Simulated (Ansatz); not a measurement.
The same path of C3H5NS (10 atoms, charge 0, multiplicity 1) was run 3 times with different band settings. The coordinate that changes most is the height of N3 over the plane of its neighbours.

All numbers below come from RHF/def2-SVP (Ansatz).

Relaxed end points:

```xyz
10
Properties=species:S:1:pos:R:3
C -1.053 -0.542 0.412
C 0.169 0.104 -0.185
N 1.400 -0.274 0.385
C 0.071 0.910 -1.211
S -0.045 1.832 -2.470
H -1.142 -0.274 1.469
H -0.959 -1.627 0.347
H -1.963 -0.231 -0.095
H 2.191 0.182 -0.029
H 1.415 -0.131 1.379
```

```xyz
10
Properties=species:S:1:pos:R:3
C -1.071 -0.416 0.500
C 0.161 0.162 -0.145
N 1.362 -0.008 0.571
C 0.082 0.832 -1.266
S -0.025 1.679 -2.577
H -1.195 0.013 1.495
H -0.965 -1.499 0.610
H -1.964 -0.219 -0.088
H 2.163 0.378 0.110
H 1.536 -0.973 0.792
```

Common settings: climbing image yes; optimiser quadratic models (default); start path IDPP; force threshold 0.03 eV/Å; iteration limit 60; end points relaxed.

| run | movable images | spring |
| --- | --- | --- |
| 1 | 5 | 5.0 eV/Å² |
| 2 | 1 | 5.0 eV/Å² |
| 3 | 5 | 50.0 eV/Å² |

(1) What does each run give, and how far can it be trusted?

Answers

(1) Run 1: converged after 6 iterations, highest image 0.123 eV above the first end. A vibrational analysis at the climbing image gives one clearly imaginary mode, 590i cm⁻¹: a first-order saddle point.
Run 2: converged after 4 iterations, highest image 0.123 eV above the first end. Another band between the same ends (5 images) ends at a top of the same energy, where a vibrational analysis finds 1 clearly imaginary mode. So few images can step over the top or miss a turn of the path.
Run 3: converged after 6 iterations, highest image 0.123 eV above the first end. Another band between the same ends (5 images) ends at a top of the same energy, where a vibrational analysis finds 1 clearly imaginary mode.
